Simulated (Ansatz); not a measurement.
# [NH2]− (SMILES [NH2-]) at 3 levels

Wanted: a comparison of 3 runs (HF/STO-3G, PBE0/aug-cc-pVTZ, CCSD/aug-cc-pVTZ) of [NH2]−. 

The results are computed with Ansatz 0.2.0.

### Step 1. Starting point

[NH2]− has 3 atoms, charge -1, and is taken as a singlet. As SMILES, `[NH2-]`. One bond was lengthened or shortened from a relaxed shape.

Bond lengths: N1–H2 1.181 Å, N1–H3 1.027 Å. Angles: H2–N1–H3 101.8°.

### Step 2. The energy at HF/STO-3G (run 1)

input.yaml reads:

```yaml
crystal:
  periodic: [false, false, false]
  atoms:
    - {symbol: "N", position_ang: [0.374704, -0.353627, 0.170605]}
    - {symbol: H, position_ang: [0.125500, 0.801200, 0.156000]}
    - {symbol: H, position_ang: [-0.435196, -0.748827, -0.322795]}
basis:
  gaussian:
    orbitals: STO-3G
total_charge: -1
accuracy: high
hamiltonian:
  xc: hf
output: {orbitals: {seedname: orbitals}}
```

Command:

```sh
$ ansatz run input.yaml --threads 1 --pin off --max-ram 3480MiB --events-out events.jsonl --progress --plain --runs-dir runs
```

The program printed:

```text
Warning: RAYON_NUM_THREADS=1 ignored (pool sized by the plan → 1); use --threads N
Functional definition: HF
  name "HF"
  exchange = exact_x
  correlation = 0
92 factors; integrals over basis functions are off by at most 1.3e-8 eV
mean field evaluation 1: about -1484.4453 eV, gradient 1.2e1 eV
mean field evaluation 2: about -1484.4862 eV, gradient 1.2e1 eV
mean field evaluation 4: about -1484.9958 eV, gradient 2.0e-1 eV
mean field evaluation 8: about -1484.9953 eV, gradient 4.5e-5 eV
mean field -1484.99528993 eV, -54.5725703388 hartree, gradient 2.9e-8 eV, S^2 0.000000; 0 other end points of the search recorded, 0 dependent functions left out
reference -1484.99528993 eV, -54.5725703388 hartree; 5, 5 occupied and 2, 2 virtual orbitals, 92 factors
Total energy: -1484.99528993 eV, -54.5725703388 hartree
```

It took 0.04 s on 1 thread of Arm Neoverse V1, shared host.

### Step 3. A single-point energy at PBE0/aug-cc-pVTZ (run 2)

run.yaml reads:

```yaml
crystal:
  periodic: [false, false, false]
  atoms:
    - {symbol: "N", position_ang: [0.374704, -0.353627, 0.170605]}
    - {symbol: H, position_ang: [0.125500, 0.801200, 0.156000]}
    - {symbol: H, position_ang: [-0.435196, -0.748827, -0.322795]}
basis:
  gaussian: {orbitals: aug-cc-pVTZ}
hamiltonian: {xc: {name: PBE0}}
accuracy: high
output: {orbitals: {seedname: orbitals}}
total_charge: -1
```

Command:

```sh
$ ansatz run run.yaml --threads 1 --pin off --max-ram 3480MiB --events-out events.jsonl --progress --plain --runs-dir runs
```

The program printed:

```text
Warning: RAYON_NUM_THREADS=1 ignored (pool sized by the plan → 1); use --threads N
Functional definition: PBE0
  name "PBE0"
  parameter a = 0.25
  parameter kappa = 0.804
  parameter beta = 0.06672455060314922
  exchange = (1 - a)*pbe_x(kappa = kappa, mu = beta*pi^2/3) + a*exact_x
  correlation = pbe_c(beta = beta)
1374 factors; integrals over basis functions are off by at most 3.5e-9 eV
mean field evaluation 1: about -1519.4345 eV, gradient 8.9e0 eV
mean field evaluation 2: about -1519.1554 eV, gradient 1.4e1 eV
mean field evaluation 4: about -1519.5866 eV, gradient 2.1e-1 eV
mean field evaluation 8: about -1519.5862 eV, gradient 1.3e-2 eV
mean field evaluation 16: about -1519.5862 eV, gradient 1.1e-6 eV
mean field -1519.58620828 eV, -55.8437631419 hartree, gradient 7.4e-8 eV, S^2 0.000000; 0 other end points of the search recorded, 0 dependent functions left out
reference -1519.58621063 eV, -55.8437632281 hartree; 5, 5 occupied and 87, 87 virtual orbitals, 1374 factors
Total energy: -1519.58621063 eV, -55.8437632281 hartree
```

It took 2.2 s on 1 thread of Arm Neoverse V1, shared host; peak memory 0.16 GiB.

### Step 4. The energy at CCSD/aug-cc-pVTZ (run 3)

input.yaml reads:

```yaml
crystal:
  periodic: [false, false, false]
  atoms:
    - {symbol: N, position_ang: [0.374704, -0.353627, 0.170605]}
    - {symbol: H, position_ang: [0.125500, 0.801200, 0.156000]}
    - {symbol: H, position_ang: [-0.435196, -0.748827, -0.322795]}
basis:
  gaussian:
    orbitals: aug-cc-pVTZ
total_charge: -1
correlation:
  method: ccsd
  frozen_orbitals: {H: 0, "N": 1}
accuracy: high
scf:
  omitted_lower_state_checks: [cluster_reference, increment]
```

Command:

```sh
$ ansatz run input.yaml --threads 1 --pin off --max-ram 3480MiB --events-out events.jsonl --progress --plain --runs-dir runs
```

The program printed, shortened:

```text
Warning: RAYON_NUM_THREADS=1 ignored (pool sized by the plan → 1); use --threads N
[... 2 set-up lines as earlier in the session ...]
[...]
1374 factors; integrals over basis functions are off by at most 3.5e-9 eV
[...]
mean field -1511.12545475 eV, -55.5328361843 hartree, gradient 2.2e-8 eV, S^2 0.000000; 0 other end points of the search recorded, 0 dependent functions left out
1 core orbitals not correlated: weight in the atoms' cores, before any rotation towards them, 1.000 or more for the frozen orbitals, at most 0.000 for the correlated occupied ones
reference -1511.12545475 eV, -55.5328361843 hartree; 4, 4 occupied and 87, 87 virtual orbitals, 1374 factors
second order -7.18286445 eV of doubles, -0.00000000 eV of singles
cycle   1  -6.99531719 eV  change    1.9e-1 eV  update   8.4e-2
[...]
cycle  27  -7.26603551 eV  change  -2.2e-10 eV  update  6.2e-10
Total energy: -1518.39149026 eV, -55.7998580644 hartree
Checks for a lower state left out: cluster_reference, increment
```

Wall time 4.2 s (1 thread of Arm Neoverse V1, shared host); peak memory 0.47 GiB.

### Step 5. Overview of the runs

| run | level | frozen core orbitals | energy (Eh) | HOMO energy (eV) | LUMO energy (eV) | HOMO–LUMO gap (eV) | wall time |
| --- | --- | --- | --- | --- | --- | --- | --- |
| 1 | HF/STO-3G | – | -54.572570 | 5.00 | 27.50 | 22.50 | 0.04 s |
| 2 | PBE0/aug-cc-pVTZ | – | -55.843763 | 1.45 | 3.68 | 2.23 | 2.2 s |
| 3 | CCSD/aug-cc-pVTZ | 1 | -55.799858 | – | – | – | 4.2 s |

### Step 6. What came out

```
                                         quantity         value
                              run 3: total energy  -55.79986 Eh
run 3: correlation energy (1 core orbital frozen)    -267.0 mEh
                             run 3: T1 diagnostic         0.020
```

In words: In runs 1, 2 the HOMO lies above zero, so the outermost electron may be held by the basis alone. In run 1 the basis is minimal, so the values are rough. All runs together took 6.5 s, the longest 4.2 s.
